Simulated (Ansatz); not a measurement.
Start from `CC(F)=C(F)F` and change one atom or group to get `C/C(F)=C(/C)F`.

Ansatz, PBE0-D4/def2-TZVP geometries, multiplicity 1. 

```
                                                                                  property  `CC(F)=C(F)F`
                                        size of the dipole moment (ωB97M-V/def2-TZVPP) / D           1.87
                                                       HOMO–LUMO gap (PBE/def2-TZVPP) / eV           5.60
                                                     HOMO–LUMO gap (B3LYP/def2-TZVPP) / eV           7.50
                                                      HOMO–LUMO gap (PBE0/def2-TZVPP) / eV           8.01
                                          size of the dipole moment (B3LYP/def2-TZVPP) / D           1.88
ideal-gas entropy at 298 K and 1 bar (rigid rotor, harmonic PBE0-D4/def2-TZVP) / J/(mol·K)            323
```

Task: What does the change do to each property? (Best estimate.)

Result: Ansatz gave: 
```tsv
property	`C/C(F)=C(/C)F`	shift
size of the dipole moment (ωB97M-V/def2-TZVPP) / D	0.00	-1.87
HOMO–LUMO gap (PBE/def2-TZVPP) / eV	5.28	-0.32
HOMO–LUMO gap (B3LYP/def2-TZVPP) / eV	7.10	-0.40
HOMO–LUMO gap (PBE0/def2-TZVPP) / eV	7.57	-0.44
size of the dipole moment (B3LYP/def2-TZVPP) / D	0.00	-1.88
ideal-gas entropy at 298 K and 1 bar (rigid rotor, harmonic PBE0-D4/def2-TZVP) / J/(mol·K)	330	7
```

With PBE0 the HOMO rises by 0.37 eV and the LUMO falls by 0.07 eV, so the gap narrows by about 0.44 eV. PBE moves the HOMO by 0.27 eV and ωB97M-V by 0.39 eV. The zero-point energy changes by 92.6 kJ/mol with +9 modes.

B3LYP here is the variant with VWN-RPA as its local correlation; programs differ in this.
